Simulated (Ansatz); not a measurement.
# Worked example: vertical ionisation energy of C2H3F (SMILES C=CF)

C2H3F: 6 atoms, total charge 0, spin state singlet. As SMILES, `C=CF`. The shape is that of a PBE0-D4/def2-TZVP optimisation.

Both states at this one shape; open shells run unrestricted unless said. 1 Eh = 27.2114 eV.

| level | program | singlet C2H3F (Eh) | doublet C2H3F+ (Eh) | HOMO of the first (eV) |
| --- | --- | --- | --- | --- |
| revPBE/def2-TZVP | Ansatz | -177.844931 | -177.467300 | -6.41 |
| B97M-V/STO-3G | Ansatz | -175.427773 | -175.116479 | -3.82 |
| B2PLYP/def2-TZVP, 3 core orbitals frozen | Ansatz | -177.771844 | -177.388885 | -8.78 |

Question: Work out the vertical ionisation energy at each level.

Answer: 
1. revPBE/def2-TZVP: -177.467300 − (-177.844931) = 0.377631 Eh = 10.28 eV; −ε(HOMO) = 6.41 eV.
2. B97M-V/STO-3G: -175.116479 − (-175.427773) = 0.311294 Eh = 8.47 eV; −ε(HOMO) = 3.82 eV.
3. B2PLYP/def2-TZVP: -177.388885 − (-177.771844) = 0.382959 Eh = 10.42 eV; −ε(HOMO) = 8.78 eV.

No measured value is set beside it here; the levels span 8.47 to 10.42 eV. In semi-local functionals −ε(HOMO) lies far under the ionisation energy, a result of self-interaction, while the difference of totals does much better. Minimal sets are far from the basis-set limit.
